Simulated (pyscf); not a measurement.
Elementary routes open to F–C:–F (SMILES F[C]F) [singlet] + CH₄ (SMILES C) in the gas phase (singlet surface):
A. H₃C–CH(F)–F (SMILES CC(F)F) (C–H broken; C–C, C–H formed)
B. HF (SMILES F) + H₃C–C:–F (SMILES C[C]F) [singlet] (C–F, C–H broken; F–H, C–C formed)

PySCF, gas phase, ωB97X-D3(BJ)/def2-SVP geometries. MP2 and CC: frozen core, UHF for open shells. ΔMP2 is the change of the MP2 total energy from the triple- to the quadruple-zeta basis.

Q: Rank the routes by free-energy barrier at 900 K, lowest first, for CCSD(T)/def2-TZVPP + ΔMP2(QZVPP) energies (ideal gas, 1 atm, RRHO with modes under 100 cm⁻¹ raised to 100, one conformer, R ln 2 for rigid chiral ones).

A: A (270.5 kJ/mol), B (395.1 kJ/mol)

Route A is the fastest of these, ahead of the next by 124.6 kJ/mol. The most stable products are those of A (ΔG = -101.0 kJ/mol), so kinetics and thermodynamics agree. At 298 K A is still the fastest. Only these routes are compared; each barrier is that of the saddle found, and lower ones may exist. The CCSD(T) − MP2 part came from Ansatz, without density fitting, on the same reference.
